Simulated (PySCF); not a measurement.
Vibration and rotation of LiO⁻

UHF-CCSD(T) constants of LiO⁻, ³Π (triplet), unpaired electrons σ ↑, π ↑ (PySCF, spin-free X2C with a Gaussian nucleus, basis sets Li aug-cc-pVDZ-DK, O aug-cc-pVDZ-DK; masses 7.0160 and 15.9949 u):

- ωe: 726.6 cm⁻¹
- ωexe: 14.9 cm⁻¹
- Be: 1.1422 cm⁻¹
- αe: 0.0275 cm⁻¹
- D (centrifugal): 1.13e-05 cm⁻¹

Task: Give the vibrational terms G(v) and spacings up to v = 3.

Result: G(v) = ωe(v+½) − ωexe(v+½)².

```csv
v,G(v) (cm⁻¹),G(v) − G(v−1),Bv (cm⁻¹)
0,360,,1.128
1,1056,697,1.101
2,1723,667,1.073
3,2361,637,1.046
```

Correlated steps freeze 1 core orbital. The state is the lowest determinant that a PBE0 search found; another state may lie lower at other levels.
